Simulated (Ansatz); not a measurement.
# Ge2Cl, doublet: the ladder up to UCCSDT(Q)

Geometry: displaced at random from a stationary point.

```yaml
atoms:
  - { symbol: Cl, position_ang: [0.1017, -1.6535, -0.0060] }
  - { symbol: Ge, position_ang: [-0.0631, 0.4197, 1.2225] }
  - { symbol: Ge, position_ang: [0.0135, 0.3873, -1.2196] }
```

Basis cc-pVDZ; Ansatz 0.2.0. Only valence electrons are correlated (noble-gas cores and the filled d shells of p-block atoms frozen), which leaves 15 electrons in 39 orbitals. Prefix R: restricted or restricted open-shell reference; prefix U: unrestricted. No spin–orbit coupling is included, and no scalar relativity.

Full CI isn't at hand for all of this; UCCSDT(Q) serves as the reference, and is uncertain by the last step of the cluster series or more.

* UHF ⟨S²⟩: 0.757
* T1 diagnostic (RCCSD): 0.0206
* largest doubles amplitude (RCCSD): 0.056
* T1 diagnostic (UCCSD): 0.0201

Problem. From what is known of these methods and the diagnostics, rank them by the size of their error in total energy against UCCSDT(Q) in cc-pVDZ, smallest first (an estimate: the text doesn't fix the numbers).
A. UMP2
B. UCCSDT
C. UHF
D. UCCSD
E. UCCSD(T)

Solution. B (2.9 kJ/mol), E (6.6 kJ/mol), D (37.6 kJ/mol), A (126.8 kJ/mol), C (839.2 kJ/mol).

All errors are against UCCSDT(Q) in cc-pVDZ. Within each family the higher level lies nearer, as is usual though not guaranteed.
